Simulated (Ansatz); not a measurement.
A calculation with Ansatz (development build ahead of 0.2.0).

```yaml
crystal:
  periodic: [false, false, false]
  atoms:
    - { symbol: F, position_ang: [0.0, 0.70687, -1.2494] }
    - { symbol: B, position_ang: [0.0, 0.0, 0.0] }
    - { symbol: F, position_ang: [0.0, 0.70687, 1.2494] }
basis:
  gaussian: { orbitals: def2-SVP }
magnetization:
  spin_polarized: true
  initial_magnetization: 1
hamiltonian:
  xc: hf
correlation:
  method: mp2
  frozen_orbitals: { B: 1, F: 1 }
```

The input is written out in the form of the current development build from the run's settings.

Output:

```json
{
 "Converged": "yes",
 "Reference energy": "-223.40581 hartree",
 "Correlation energy": "-0.43629 hartree",
 "Total energy": "-223.84210 hartree",
 "Spin squared of the determinant": "0.752",
 "Stability test": "minimum",
 "Occupied orbitals by symmetry in an Abelian subgroup (alpha; beta)": "6 A1 1 A2 1 B1 4 B2; 5 A1 1 A2 1 B1 4 B2"
}
```

Messages of the program:
```
mean field -6079.18171838 eV, -223.4058075331 hartree, gradient 8.8e-6 eV, S^2 0.752496; 0 other ends of a descent, 0 dependent functions left out
```

Caution: bonds are stretched, where a single reference can fail.
